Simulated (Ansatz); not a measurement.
```yaml
crystal:
  periodic: [false, false, false]
  atoms:
    - {symbol: Fe, position_ang: [0.000000, 0.000000, 0.000000]}
    - {symbol: B, position_ang: [0.000000, 0.000000, 2.160000]}
basis:
  gaussian: {orbitals: def2-TZVP}
magnetization: {spin_polarized: true, initial_magnetization: 3}
hamiltonian: {xc: pbe0}
relax: {f_tol: 0.004, max_steps: 80}
```

```sh
$ ansatz run in.yaml --threads 1 --pin off --events-out ev --progress --plain --max-ram 2176MiB
```

Steps of the relaxation (energy above the last step; positions in Å, forces in eV/Å):

```
2
step 1, 288.3 meV
Fe    0.000    0.000    0.000    0.000    0.000    1.631
B     0.000    0.000    2.160    0.000    0.000   -1.631
```

```
2
step 2, 75.0 meV
Fe    0.000    0.000    0.078    0.000    0.000    1.010
B     0.000    0.000    2.082    0.000    0.000   -1.010
```

```
2
step 3, 5.7 meV
Fe    0.000    0.000    0.170    0.000    0.000   -0.260
B     0.000    0.000    1.990    0.000    0.000    0.260
```

```
2
step 6, 0.0 meV
Fe    0.000    0.000    0.149    0.000    0.000    0.000
B     0.000    0.000    2.011    0.000    0.000    0.000
```

Close pairs at the end: Fe1–B2 1.862 Å.

A stationary point of unrestricted PBE0 after 6 steps, with ⟨S²⟩ = 4.366 against 3.75 for a pure state. 57 s on 1 thread of Arm Neoverse V2, shared host.
